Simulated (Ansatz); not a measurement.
# GeH2⁺, doublet: the ladder up to full CI

Geometry: a point of a bend scan, not a stationary point.

```json
{"atom": "Ge", "x (Å)": "0.0000", "y (Å)": "-0.0193", "z (Å)": "0.0000"}
{"atom": "H", "x (Å)": "0.0000", "y (Å)": "0.6971", "z (Å)": "-1.3763"}
{"atom": "H", "x (Å)": "0.0000", "y (Å)": "0.6971", "z (Å)": "1.3763"}
```

Basis aug-cc-pVDZ; Ansatz 0.2.0. Only valence electrons are correlated (noble-gas cores and the filled d shells of p-block atoms frozen), which leaves 5 electrons in 40 orbitals. Prefix R: restricted or restricted open-shell reference; prefix U: unrestricted. Active spaces: pair = (3e, 3o) about the gap; valence = (5e, 6o) chosen from the atoms' valence shells. No spin–orbit coupling is included, and no scalar relativity.

Full CI is exact within this basis and frozen core; it isn't the basis-set limit. The frozen core follows each run's orbitals, which can shift R against U totals by a few meV for light atoms and by up to 0.1 eV past Ca.

For open shells CISD is restricted-active-space CI with the open shells as a complete middle space.

```
UHF ⟨S²⟩                          : 0.757
T1 diagnostic (RCCSD)             : 0.0206
largest doubles amplitude (RCCSD) : 0.054
```

| level | E − E(RHF) (eV) |
| --- | --- |
| RMP2 | -1.7122 |
| RCCSD | -2.2753 |
| RCCSD(T) | -2.3157 |

(1) Estimate how far full CI in aug-cc-pVDZ lies from RCCSD(T). The table doesn't fix it; the size of (T) and the diagnostics are the guide.

(1) Full CI in aug-cc-pVDZ lies 0.34 kcal/mol below RCCSD(T), which is 36 % of the (T) step (-0.93 kcal/mol). The diagnostics give no warning, yet the rest is a sizeable part of (T).

The other levels:

```
                   level  E − E(full CI) (kcal/mol)  share of correlation (%)  wall time
                    CISD                       2.39                     95.54     0.72 s
                 BCCD(T)                       0.33                     99.39      1.3 s
                  RCCSDT                       0.00                     99.99          –
               RCCSDT(Q)                      -0.01                    100.02      8.5 s
     CASSCF (pair space)                      43.89                     18.32          –
     NEVPT2 (pair space)                      13.56                     74.76      1.4 s
     MRCISD (pair space)                       1.66                     96.90          –
   MRCISD+Q (pair space)                      -0.39                    100.73      1.5 s
  CASSCF (valence space)                      29.22                     45.62          –
  NEVPT2 (valence space)                       8.83                     83.56      1.2 s
  MRCISD (valence space)                       0.78                     98.55          –
MRCISD+Q (valence space)                      -0.02                    100.04      1.6 s
```

The correlation energy at full CI, counted from RHF, is -2.330 eV. That run took 12 s on 1 thread of Intel Xeon 6975P-C, shared host over 1,948,494 determinants.

Run but not shown, since their state or frozen core can't be matched to the reference's or they repeat it: UHF, UMP2, UCCSD, UCCSD(T), UCCSDT, UCCSDT(Q).

Times hold each run's SCF and search for its determinant on a shared host, so for small cases they say little of a method's own cost; they ran on 1 thread of Intel Xeon 6975P-C.

Not variational, and here over 5 meV under the exact energy: MRCISD+Q (pair space).

The full-CI state has the irrep A1 of C2v, in the program's axes.

Natural occupations of full CI about the gap: 1.954 1.941 0.990 0.032 0.021 0.020 0.008 0.008 0.006 0.004; effectively unpaired electrons, Σ n²(2−n)², 1.03.
